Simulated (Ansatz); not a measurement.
Geometry optimisation, UKS PBE0-D4/def2-SVP (Ansatz).

input.yaml

```yaml
crystal:
  periodic: [false, false, false]
  atoms:
    - { symbol: C, position_ang: [0.229, -1.0456, 1.0883] }
    - { symbol: C, position_ang: [-0.8934, -1.4938, 1.1495] }
    - { symbol: O, position_ang: [0.4368, -0.2729, -0.8657] }
    - { symbol: C, position_ang: [0.256, 1.0557, -0.8856] }
    - { symbol: H, position_ang: [1.2187, -0.787, 1.3363] }
    - { symbol: H, position_ang: [-1.8842, -1.8125, 0.9978] }
    - { symbol: H, position_ang: [0.9441, 1.6138, -0.2249] }
    - { symbol: H, position_ang: [0.4757, 1.3856, -1.9179] }
    - { symbol: H, position_ang: [-0.7828, 1.3566, -0.6778] }
magnetization:
  spin_polarized: true
  initial_magnetization: 1
basis:
  gaussian: { orbitals: def2-SVP }
hamiltonian:
  xc: pbe0
  dispersion: d4
relax:
  f_tol: 0.15
  max_steps: 25
  restrain: [{ distance: [0, 2], at: 2.72, k: 30.0 }]
```

Run as:

```bash
$ ansatz run input.yaml --threads 2 --pin off --max-ram 3072MiB --backend cpu --events-out ev --progress --plain --runs-dir out
```

**Question.** Where does it end, and by what steps?

**Answer.** It converged. The restraints hold the end off the free minimum. The force dipped under the threshold on the way, but the program's further checks kept it going. After 13 steps the energy has fallen by 0.292 eV (the restraints' own energy left out); H6 moved furthest, 0.78 Å.

| step | energy less start (eV) | largest force component (eV/Å) | accepted |
| --- | --- | --- | --- |
| 0 | 0.0000 | 0.965 | yes |
| 1 | -0.1169 | 0.641 | yes |
| 2 | -0.1844 | 0.476 | yes |
| 3 | -0.1373 | 1.046 | no |
| 4 | -0.2350 | 0.152 | yes |
| 5 | -0.2431 | 0.121 | yes |
| 6 | -0.2544 | 0.453 | yes |
| 7 | -0.2626 | 0.345 | yes |
| 8 | -0.2718 | 0.297 | yes |
| 9 | -0.2793 | 0.192 | yes |
| 10 | -0.2782 | 0.550 | no |
| 11 | -0.2852 | 0.219 | yes |
| 12 | -0.2896 | 0.228 | yes |
| 13 | -0.2923 | 0.177 | yes |

```xyz
9
Properties=species:S:1:pos:R:3
C 0.166 -1.367 1.165
C -0.994 -1.526 1.476
O 1.037 0.036 -1.002
C 0.296 1.170 -1.023
H 1.192 -1.219 0.874
H -2.026 -1.672 1.748
H 0.308 1.747 -0.071
H 0.771 1.819 -1.798
H -0.750 1.011 -1.369
```

The run took 17 s on 2 threads of AMD EPYC 9R45 96-Core Processor (Zen 5) (shared host), peak memory 0.21 GiB.
